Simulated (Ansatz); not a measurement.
# C2H4NO: rigid torsion scan

The task is a rigid torsion scan, for C2H4NO. SMILES: [CH2]NC=O.

All numbers are computed with Ansatz 0.2.0, driven from Python. The levels of theory stand in the script.

## (1) Starting point

Bond lengths: C1–N2 1.456 Å, N2–C3 1.430 Å, C3–O4 1.260 Å, C1–H5 1.110 Å, C1–H6 1.110 Å, N2–H7 1.044 Å, C3–H8 1.082 Å. Angles: C1–N2–C3 122.1°, C1–N2–H7 118.7°, C3–N2–H7 119.2°, N2–C1–H5 110.1°, N2–C1–H6 110.1°, H5–C1–H6 110.1°, N2–C3–O4 120.8°, N2–C3–H8 119.7°, O4–C3–H8 119.5°.

The script holds or builds the structure itself.

## (2) The code

File c2h4no_torsion.py:

```python
import ansatz as az
from ase import Atoms

BASIS_SET = "6-31G*"
FUNCTIONAL = "pbe0"
FMAX = 0.02
METHOD = "MP2"


def main() -> None:
    atoms = Atoms(["C", "N", "C", "O", "H", "H", "H", "H"], positions=[
        (-1.3506, -0.1982, 0.0263),
        (0.0182, -0.569, -0.3015),
        (1.1314, 0.2647, 0.0299),
        (0.9608, 1.362, 0.6246),
        (-1.6185, 0.7538, -0.4785),
        (-1.4633, -0.0913, 1.1257),
        (0.1888, -1.4731, -0.7944),
        (2.1331, -0.049, -0.2322),
    ])

    first = (
        az.Crystal.molecule_from_ase(atoms).calculation()
        .basis(gaussian=BASIS_SET)
        .spin("collinear", total=1)
        .functional(FUNCTIONAL)
        .relax(force_tolerance=FMAX, max_steps=80)
    )
    atoms.positions = first.run(threads=1, pin="off").report["positions_ang"]

    start = atoms.get_dihedral(0, 1, 2, 3)
    energies = {}
    for turn in range(0, 360, 30):
        turned = atoms.copy()
        turned.set_dihedral(0, 1, 2, 3, start + turn, indices=[2, 3, 7])
        model = (
            az.Crystal.molecule_from_ase(turned).calculation()
            .basis(gaussian=BASIS_SET)
            .correlation(METHOD)
            .spin("collinear", total=1)
        )
        energies[round((start + turn) % 360)] = model.run(threads=1, pin="off").report["free_energy_ev"]
    floor = min(energies.values())
    print("dihedral C0-N1-C2-O3 (deg)   E - E(min) (kJ/mol)")
    for angle, e in sorted(energies.items()):
        print(f"{angle:8d} {96.485332 * (e - floor):14.3f}  " + "#" * int(30 * (e - floor) / max(max(energies.values()) - floor, 1e-9)))


if __name__ == "__main__":
    main()
```

## (3) Launch

Launch:

```
> python c2h4no_torsion.py
```

Without the output at hand: what should come out? Wanted: range of energy; lowest point, turn.

As calculated:

| quantity | value |
| --- | --- |
| runs compared | 12 |
| range of energy | 1.122 eV |
| lowest point, turn (°) | 0 |

What this shows: The lowest point lies at a turn of 0°, the highest 1.122 eV (108.3 kJ/mol) above it at 270°. The grid can miss the true lowest and highest points, and the rest of the molecule is held rigid. Run 0: After 14 moves the largest shift is 1.275 Å, of atom 5 (H). So large a move can change the bonding: the results belong to the relaxed structure. Reading the output:
- The scan is rigid and the energies are electronic, in a modest basis. With rigid groups the curve can differ much from the relaxed path, the start wasn't checked as a minimum of this torsion, and equivalent turns needn't return to the same energy.
- The species is open-shell (spin multiplicity 2).
- The start is relaxed with a density functional and scanned with the wavefunction method, so it isn't exactly that method's minimum.
